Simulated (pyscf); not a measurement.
`[CH3][SiH]([CH3])[CH3]` + `[H]` [doublet] -> `[CH3][Si]([CH3])[CH3]` [doublet] + `[H][H]` (hydrogen abstraction; doublet surface; H–Si broken, H–H formed). Structures and frequencies: ωB97X-D3(BJ)/def2-SVP in PySCF. Energies in eV from the separated reactants.

| level | barrier | reaction energy |
|---|---|---|
| ωB97X-D3(BJ)/def2-TZVP | 0.18 | -0.40 |
| PBE/def2-TZVP | -0.03 | -0.54 |
| r²SCAN/def2-TZVP | (withheld) | -0.58 |
| B3LYP-D3(BJ)/def2-TZVP | -0.02 | -0.57 |
| M06-2X/def2-TZVP | 0.21 | -0.53 |
| ωB97M-D3(BJ)/def2-TZVP | (withheld) | (withheld) |

Q: Some entries are withheld; supply them.

A: 
- r²SCAN/def2-TZVP, barrier: -0.07
- ωB97M-D3(BJ)/def2-TZVP, barrier: 0.19
- ωB97M-D3(BJ)/def2-TZVP, reaction energy: -0.37

At PBE, r²SCAN, B3LYP-D3(BJ) this geometry lies under the reactants; that is no barrier but a single point on another level's saddle; such a level's own saddle, if it has one, lies nearer that side and is low. This is the saddle that the search found; another between the same sides may lie lower. The angle at the transferred H is 180°.
